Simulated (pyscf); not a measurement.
H₂N–SiH•–F + H₂ → H₂N–SiH₂–F + H•, a hydrogen abstraction (doublet surface; H–H broken, H–Si formed). PySCF, gas phase, ωB97X-D3(BJ)/def2-SVP geometries. Energies in kcal/mol from the separated reactants.

Small-basis levels: PySCF, no dispersion term, spherical d functions. Open shells are spin-unrestricted. 

**Question.** In single points HF/STO-3G puts the saddle at 25.9 kcal/mol and the reaction energy at +8.9 kcal/mol. Should these be trusted to within a few kcal/mol? Compare with ωB97M-D3(BJ)/def2-TZVP.

**Answer.** ωB97M-D3(BJ)/def2-TZVP gives ΔE‡ = 12.9 kcal/mol and ΔE = +6.7 kcal/mol. HF/STO-3G lies 12.9 kcal/mol over it in the barrier and 2.1 kcal/mol over it in the reaction energy, so on this step it does not hold to within 3.0 kcal/mol. ωB97M-D3(BJ)/def2-TZVP has limits of its own. This is the saddle that the search found; another between the same sides may lie lower. The angle at the transferred H is 176°.
